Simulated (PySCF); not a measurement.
Gas-phase acidity of propyne

Molecule: propyne, `C#CC` (C3H4). Coordinates in Å; atoms count from 1 in this order:
```
C     1.7026   -0.0804   -0.0440
C     0.4978   -0.0225    0.0727
C    -0.9470    0.0469    0.2126
H     2.7708   -0.1314   -0.1474
H    -1.4177    0.3922   -0.7206
H    -1.3675   -0.9403    0.4583
H    -1.2327    0.7452    1.0140
```

Level of theory: ωB97X-D3(BJ)/ma-def2-TZVP single points in PySCF, grid level 2; every species was optimised with PBE0-D3(BJ)/ma-def2-SVP. The prefix ma- adds one diffuse s and one diffuse p function on all atoms but H. ωB97X-D3(BJ) is ωB97X-V with D3(BJ) in place of VV10. Thermal corrections: PBE0-D3(BJ)/ma-def2-SVP frequencies, unscaled, ideal gas at 298.15 K and 1 bar, quasi-RRHO entropy.

| site | product | ΔH(acid) / kcal/mol | ΔG(acid) / kcal/mol | gas share | above best in 1,4-dioxane / kcal/mol | above best in diethyl ether / kcal/mol |
| --- | --- | --- | --- | --- | --- | --- |
| C1 (alkyne carbon) | `[C-]#CC` | 384.7 | 377.1 | 66 % | 0.00 | 0.00 |
| C3 (propargylic carbon) | `C#C[CH2-]` | 385.7 | 377.5 | 34 % | 4.49 | 6.61 |

ΔH and ΔG refer to AH → A⁻ + H⁺ in the gas phase. Shares are Boltzmann weights among the listed products; an error of 10 kJ/mol changes a ratio about 56-fold. Sites whose products fell apart, merged with another or lost in a GFN2-xTB screen aren't listed. Values in solvent are IEF-PCM free energies relative to the most favourable product.

C1 (alkyne carbon) comes out 0.4 kcal/mol ahead of C3 in free energy (2.54 kcal/mol in electronic energy). That lies inside the method's error, so the order is undecided and the shares mean little.

In 1,4-dioxane the product from C1 is solvated 36.1 kcal/mol more strongly than the parent (electrostatics only).

In diethyl ether the product from C1 is solvated 51.4 kcal/mol more strongly than the parent (electrostatics only).

Vertical detachment energies of the anions: `C#C[CH2-]` 1.45 eV.

Against the Active Thermochemical Tables (version 1.112): C1 1602 (computed 1610, error 8); C3 1606 (computed 1614, error 7) kJ/mol.

Measured values (NIST Chemistry WebBook, evaluated or the median of agreeing entries): deprotonation enthalpy (ΔH) 1594 kJ/mol (computed 1610, difference 15); gas-phase acidity (ΔG) 1562 kJ/mol (computed 1578, difference 16). These are compared with the most favourable site that keeps the skeleton.

Known limits: the order of C1 and C3 is undecided: the gaps lie inside the method's error (some 10 kJ/mol, one structure a species).

Hardware: 1 thread of Intel Xeon Platinum 8375C @ 2.90GHz, shared with other jobs. Command: `OMP_NUM_THREADS=1 python redox_run.py task.json out`. Structures, frequencies and single points: 2.1 min.

Differences come from unrounded values, so a last digit can differ from that of the printed terms.
